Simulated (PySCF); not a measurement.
## LiO⁻ at UHF-CCSD

Level: UHF-CCSD. PySCF, no relativity, basis sets Li def2-SVPD, O def2-SVPD.

For LiO⁻, the state is ³Π (triplet), unpaired electrons σ ↑, π ↑. The bond length is 1.788 Å and the harmonic wavenumber is 668 cm⁻¹. The force constant is 1.28 mdyn/Å. The rotational constant Be is 1.081 cm⁻¹ and the anharmonicity ωexe is 7.33 cm⁻¹. The vibration–rotation constant αe is 0.0190 cm⁻¹.

Correlated steps freeze 1 core orbital. The state is the lowest determinant that a PBE0 search found; another state may lie lower at other levels.
